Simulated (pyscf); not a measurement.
# Atom transfer: HO–Si(F)(F)–F + H• → HO–Si•(F)–F + HF

Gas phase, doublet surface, charge 0. Bonds broken: Si2–F3. Bonds formed: F3–H7. Optimised with ωB97X-D3(BJ)/def2-SVP in PySCF.

Transition state (Å):

```xyz
7

O     -0.7091     1.2777     0.5506
Si    -1.1678    -0.2255     0.0795
F      0.2638    -0.8552    -1.0237
F     -2.3213    -0.1484    -1.0500
F     -1.8403    -0.9182     1.3743
H     -0.1558     1.7938    -0.0450
H      0.9324    -0.8745    -1.9308
```

One imaginary mode, 1785i cm⁻¹; descent along it reached the two sides named, in the forms told below.

```tsv
bond	change	reactant side (Å)	saddle	product side
Si2–F3	breaks	1.601	1.914	3.2
F3–H7	forms	3.3	1.127	0.935
```

Electronic energies relative to the separated reactants (kcal/mol):

```tsv
level	barrier	reaction energy	reverse barrier
ωB97X-D3(BJ)/def2-TZVP	56.7	+27.5	29.2
PBE/def2-TZVP	39.5	+21.5	17.9
r²SCAN/def2-TZVP	46.0	+25.2	20.7
B3LYP-D3(BJ)/def2-TZVP	46.0	+23.5	22.5
PBE0-D3(BJ)/def2-TZVP	48.8	+24.6	24.1
M06-2X/def2-TZVP	54.7	+27.6	27.1
ωB97M-D3(BJ)/def2-TZVP	53.0	+27.9	25.1
HF/def2-TZVP	81.6	+33.5	48.1
```

With ωB97M-D3(BJ)/def2-TZVP energies and thermal terms (ideal gas, 1 atm, RRHO with modes under 100 cm⁻¹ raised to 100, one conformer, R ln 2 for chiral ones without a mode under 150 cm⁻¹), in kcal/mol:

| T (K) | ΔH‡ | ΔG‡ | ΔH | ΔG |
|---|---|---|---|---|
| 298 | 52.4 | 58.2 | +31.3 | +27.8 |
| 600 | 52.2 | 64.2 | +30.6 | +24.6 |
| 900 | 51.9 | 70.3 | +29.6 | +21.7 |
| 1200 | 51.7 | 76.5 | +28.7 | +19.2 |

On the product side the descent ends in a complex, 6.5 kcal/mol under the separated species and 35.7 kcal/mol under the saddle at ωB97X-D3(BJ)/def2-TZVP. The same reactants have a lower exit, to F–Si•(F)–F + H₂O (barrier +34.2 kcal/mol at ωB97M-D3(BJ), against +53.0 kcal/mol here). One saddle was located; it need not be the lowest between these sides. The angle at the transferred F is 156°.
